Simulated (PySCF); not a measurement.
## Oxygen: a sound run and one with changed settings

Sound run: O [He] 2s2 2p4, O⁺ [He] 2s2 2p3. Calculation: PySCF 2.14, in def2-SVP (3s2p1d, 14 functions); the non-relativistic Hamiltonian (point nucleus). In the sound run the correlated levels freeze 1s2. The sound run starts from symmetry-adapted Hartree-Fock orbitals and uses a fine grid where one is needed.

A second run was set up differently.

```json
{"species": "O", "method": "MP2", "sound run (hartree)": "-74.82140", "changed run (hartree)": "-74.82318", "converged": "yes"}
{"species": "O", "method": "CCSD(T)", "sound run (hartree)": "-74.83747", "changed run (hartree)": "-74.83910", "converged": "yes"}
{"species": "O⁺", "method": "MP2", "sound run (hartree)": "-74.34500", "changed run (hartree)": "-74.34660", "converged": "yes"}
{"species": "O⁺", "method": "CCSD(T)", "sound run (hartree)": "-74.36051", "changed run (hartree)": "-74.36198", "converged": "yes"}
```

Ionisation energy of O:

| method | sound run (eV) | changed run (eV) |
| --- | --- | --- |
| UHF | 12.083 | 12.083 |
| MP2 | 12.963 | 12.969 |
| SCS-MP2 | 12.985 | 12.987 |
| CCSD | 12.972 | 12.976 |
| CCSD(T) | 12.979 | 12.983 |

Problem. What was changed?
A. all electrons correlated in a valence basis
B. too few SCF iterations
C. basis contracted for another Hamiltonian
D. level shift left on

Solution. A. A valence basis has no tight correlating functions, so it recovers only part of the core correlation, and not evenly between atom and ion.
